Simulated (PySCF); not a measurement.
An unknown shows these calculated signals:

1H NMR (600 MHz, computed): δ 5.87 (m, 1H), 5.84 (m, 1H), 2.09 (m, 2H), 1.76 (d, 3H), 0.95 (t, 3H).

13C{1H} NMR (computed): δ 146.5 (CH), 137.1 (CH), 32.6 (CH2), 21.7 (CH3), 17.5 (CH3).

Equivalent nuclei averaged, relativity neglected, single conformer, gas phase. NMR shieldings at PBE0/pcSseg-2/GIAO; geometry from PBE0-D3(BJ)/def2-TZVP; PySCF 2.14.0 with density-fitted response routines.

Scale: 1H and 13C vs TMS (reference shieldings calculated alike).

Task: Which of these does the molecule contain: a non-aromatic C=C double bond, a Si–H bond, a nitrile, a CH3CH2 unit, a (CH3)2CH unit?

Result: 
- A non-aromatic C=C double bond: yes.
- A Si–H bond: no.
- A nitrile: no.
- A CH3CH2 unit: yes (δC 17.5, 32.6; δH 0.95 (t), 2.09 (m)).
- A (CH3)2CH unit: no.

The data belong to cis-2-pentene (CC/C=C/C, C5H10); they needn't prove each group on their own.

Carbon signals by region: 2 in the sp2 and nitrile region (100–160 ppm), 3 below 50 ppm.

Shifts are as computed. Against solution values, carbons near 30 ppm lie about +3 ppm off and those near 130 ppm about +9 ppm. Of 1309 compounds with measured shifts, 239 miss one by over three times the rms of a fit or turn the order of signals round; such compounds aren't used in these exercises. Multiplicities follow the n + 1 count of equivalent neighbours, as no J values were calculated; m marks all less simple cases, F and P coupling included.
